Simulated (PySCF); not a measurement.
Bonds broken one at a time in the series cyclopropyl-X. Gas-phase values, no solvent. One relaxed conformer stands for each flexible species; it need not be the lowest. Strings in code marks are SMILES.

Quantity: electronic energy of isomers of CH3O, doublet states, relative to `[CH2]O`, in kJ/mol.

Case: `C[O]`. Geometry of `C[O]` (neutral, multiplicity 2, Å):

```xyz
5

C     -0.0454    -0.0013     0.0292
O      1.3149    -0.1194     0.1204
H     -0.5785    -0.1282     0.9807
H     -0.2856     0.9809    -0.4146
H     -0.4121    -0.7328    -0.7126
```

### Question
Predict the electronic energy of isomers of CH3O, doublet states, relative to `[CH2]O` from TPSSh-D3(BJ)/def2-TZVP (PySCF).

### Answer
21.53 kJ/mol.
